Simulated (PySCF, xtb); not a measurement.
ethanol (C2H6O), SMILES CCO. The values are those of a single conformer.

Harmonic wavenumbers (cm⁻¹) from GFN2-xTB run with xtb at its own minimum, in rising order: 226, 342, 421, 832, 932, 1046, 1090, 1130, 1236, 1315, 1350, 1405, 1483, 1490, 1497, 2865, 2982, 3019, 3044, 3050, 3542.

Question: What does PBE0-D3(BJ)/def2-TZVP run with PySCF give at its own minimum? (An estimate is asked for; the answer gives what the named calculation found.)

Answer: 267, 287, 425, 804, 901, 1066, 1102, 1147, 1281, 1372, 1395, 1421, 1481, 1486, 1512, 3003, 3041, 3090, 3117, 3132, 3859. Paired by order, the mean absolute difference is 54 cm⁻¹ and the zero-point energies are 49.0 and 50.3 kcal/mol.
